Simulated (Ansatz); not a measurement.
# [HO2]− (hydroperoxide(1-)): CCSDTQ/STO-3G

Aim: the vertical ionisation energy of [HO2]− (hydroperoxide(1-)) at CCSDTQ/STO-3G, from 2 runs. 

The results are computed with Ansatz 0.2.0.

8 further runs of the same task are left out: 8 that didn't finish.

**1. The system as given**

[HO2]− has 3 atoms, charge -1, and is taken as a singlet. SMILES: `[O-]O`. The shape is that of a GFN2-xTB optimisation.

Bond lengths: O1–O2 1.458 Å, O2–H3 0.963 Å. Angles: O1–O2–H3 100.3°.

**2. The energy at CCSDTQ/STO-3G**

molecule.yaml reads:

```yaml
crystal:
  periodic: [false, false, false]
  atoms:
    - {symbol: O, position_ang: [-0.355040, 1.013280, -0.080710]}
    - {symbol: O, position_ang: [-0.244450, -0.436620, -0.180910]}
    - {symbol: H, position_ang: [0.599490, -0.576670, 0.261620]}
basis:
  gaussian:
    orbitals: STO-3G
accuracy: high
total_charge: -1
scf:
  omitted_lower_state_checks: [cluster_reference, increment]
correlation:
  method: ccsdtq
  frozen_orbitals: {H: 0, O: 1}
```

On the command line:

```console
ansatz run molecule.yaml --threads 1 --pin off --max-ram 2610MiB --events-out events.jsonl --progress --plain --runs-dir runs
```

What it wrote, shortened:

```text
Warning: RAYON_NUM_THREADS=1 ignored (pool sized by the plan → 1); use --threads N
Functional definition: HF
  name "HF"
[...]
168 factors; integrals over basis functions are off by at most 4.4e-8 eV
[...]
mean field -4025.44498866 eV, -147.9323747888 hartree, gradient 2.2e-8 eV, S^2 0.000000; 0 other end points of the search recorded, 0 dependent functions left out
2 core orbitals not correlated: weight in the atoms' cores, before any rotation towards them, 1.000 or more for the frozen orbitals, at most 0.000 for the correlated occupied ones
reference -4025.44498866 eV, -147.9323747888 hartree; 7, 7 occupied and 2, 2 virtual orbitals, 168 factors
second order -1.35790112 eV of doubles, -0.00000000 eV of singles
cycle   1  -1.68695656 eV  change   -3.3e-1 eV  update   4.6e-2
[...]
cycle  22  -1.88196453 eV  change   -1.7e-9 eV  update   1.7e-9
Total energy: -4027.32695320 eV, -148.0015357098 hartree
Checks for a lower state left out: cluster_reference, increment
```

Wall time 1.8 s (1 thread of Arm Neoverse V1, shared host).

**3. Doublet neutral HO2, same level**

job.yaml reads:

```yaml
crystal:
  periodic: [false, false, false]
  atoms:
    - {symbol: O, position_ang: [-0.355040, 1.013280, -0.080710]}
    - {symbol: O, position_ang: [-0.244450, -0.436620, -0.180910]}
    - {symbol: H, position_ang: [0.599490, -0.576670, 0.261620]}
basis:
  gaussian:
    orbitals: STO-3G
scf:
  omitted_lower_state_checks: [cluster_reference, increment]
magnetization:
  spin_polarized: true
  initial_magnetization: 1
correlation:
  method: ccsdtq
  frozen_orbitals: {H: 0, O: 1}
accuracy: high
total_charge: 0
```

On the command line:

```console
ansatz run job.yaml --threads 1 --pin off --max-ram 2610MiB --events-out events.jsonl --progress --plain --runs-dir runs
```

What it wrote, shortened:

```text
Warning: RAYON_NUM_THREADS=1 ignored (pool sized by the plan → 1); use --threads N
[... 2 set-up lines as earlier in the session ...]
[...]
168 factors; integrals over basis functions are off by at most 4.4e-8 eV
[...]
mean field -4032.34194351 eV, -148.1858332044 hartree, gradient 1.7e-8 eV, S^2 0.812739; 7 other end points of the search recorded, 0 dependent functions left out
2 core orbitals not correlated: weight in the atoms' cores, before any rotation towards them, 1.000 or more for the frozen orbitals, at most 0.000 for the correlated occupied ones
reference -4032.34194351 eV, -148.1858332044 hartree; 7, 6 occupied and 2, 3 virtual orbitals, 168 factors
second order -1.61274632 eV of doubles, -0.00000000 eV of singles
cycle   1  -2.01829478 eV  change   -4.1e-1 eV  update   7.2e-2
[...]
cycle  30  -2.55384125 eV  change  -8.1e-10 eV  update  9.1e-10
Total energy: -4034.89578476 eV, -148.2796851394 hartree
Checks for a lower state left out: cluster_reference, increment
```

Run time: 22 s. Hardware: 1 thread of Arm Neoverse V1, shared host; peak memory 0.2 GiB.

**4. What came out**

At CCSDTQ/STO-3G, 2 core orbitals frozen:

```
                                                        quantity          value
                                    singlet [HO2]−: total energy  -148.00154 Eh
     singlet [HO2]−: correlation energy (2 core orbitals frozen)      -69.2 mEh
                                   singlet [HO2]−: T1 diagnostic          0.008
                               doublet neutral HO2: total energy  -148.27969 Eh
doublet neutral HO2: correlation energy (2 core orbitals frozen)      -93.9 mEh
          doublet neutral HO2: ⟨S²⟩ of the reference determinant          0.813
                              doublet neutral HO2: T1 diagnostic          0.037
             vertical detachment energy (to the doublet neutral)      -7.569 eV
```

**Reading.** The species is unbound against losing an electron at this level, by 7.57 eV (−730 kJ/mol); missing correlation or diffuse functions can give that sign where the real anion is bound. In a minimal basis such a difference can be off by several eV, whatever the method.
